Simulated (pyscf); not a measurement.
Elementary routes open to F–N•–F (SMILES F[N]F) + H₂ (SMILES [H][H]) in the gas phase (doublet surface):
A. F–NH–F (SMILES FNF) + H• (SMILES [H]) (H–H broken; H–N formed)
B. HF (SMILES F) + :N–F (SMILES [N]F) [triplet] + H• (SMILES [H]) (F–N, H–H broken; F–H formed)

Structures and frequencies: ωB97X-D3(BJ)/def2-SVP in PySCF.

Task: Rank the routes by free-energy barrier at 900 K, lowest first, for ωB97M-D3(BJ)/def2-TZVP energies (ideal gas, 1 atm, RRHO with modes under 100 cm⁻¹ raised to 100, one conformer, R ln 2 for chiral ones without a mode under 150 cm⁻¹).

Result: A (56.7 kcal/mol), B (73.8 kcal/mol)

Route A is the fastest of these, ahead of the next by 17.1 kcal/mol. The most stable products are those of B (ΔG = +10.9 kcal/mol), whose barrier is 17.1 kcal/mol higher: the kinetic and the thermodynamic product differ. At 298 K A is still the fastest. Only these routes are compared; each barrier is that of the saddle found, and lower ones may exist. An unrestricted DFT solution here is markedly spin-contaminated.
